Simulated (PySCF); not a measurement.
Structure with atom numbers: `[CH3:1][CH2:2][CH2:3][Cl:4]`. Each H is labelled by its parent atom.

GIAO PBE0/pcSseg-1 shifts (PySCF, gas phase, non-relativistic, equivalent atoms averaged), each against references optimised in the same way as the molecule (TMS, HCl).

On the GFN2-xTB geometry: C3 51.9, C2 32.2, C1 14.2, Cl4 96, H(C3) 3.38, H(C2) 1.74, H(C1) 0.98 ppm.

What changes on the PBE0-D3(BJ)/def2-SVP geometry?

Answers


| atoms | δ (ppm) | change |
| --- | --- | --- |
| C3 | 52.5 | +0.6 |
| C2 | 28.4 | -3.8 |
| C1 | 12.7 | -1.5 |
| Cl4 | 67 | -29 |
| H(C3) | 3.40 | +0.02 |
| H(C2) | 1.51 | -0.23 |
| H(C1) | 1.08 | +0.10 |

Bonds between heavy atoms that differ most (equivalent bonds averaged): C3–Cl4 1.785 → 1.794 Å, C1–C2 1.525 → 1.519 Å, C2–C3 1.519 → 1.514 Å. Mean change of bonds to hydrogen: C–H +0.012 Å. The two structures also differ in conformation, which adds to the changes.
